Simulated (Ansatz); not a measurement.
System: H₂O₂, charge 1, doublet. H2O2+ (parent SMILES OO, doublet).
B3LYP-D3(BJ)/def2-TZVP minimum from Ansatz (a quantum-chemistry and plane-wave program):
```
O
H 1 0.9984
O 1 1.3082 2 104.59
H 3 0.9984 1 104.59 2 180.00
```
Charge +1, spin multiplicity 2.

Total energies in cc-pVTZ, 13 correlated electrons, 2 frozen orbitals. UHF or UKS for unpaired electrons; spin-orbit terms are left out. Cores are frozen in correlated methods. No relativity.

| method | program | energy (Eh) | minus CCSDT(Q) (mEh) |
|---|---|---|---|
| HF | Ansatz | -150.48237 | 495.86 |
| MP2 | Ansatz | -150.95145 | 26.77 |
| CCSD | Ansatz | -150.95808 | 20.15 |
| CCSD(T) | Ansatz | -150.97660 | 1.62 |
| CCSDT(Q) | Ansatz | -150.97822 | 0.00 |

Rough core times of Ansatz's runs on a shared machine: CCSD(T) under 20 s, CCSDT(Q) 20 min.
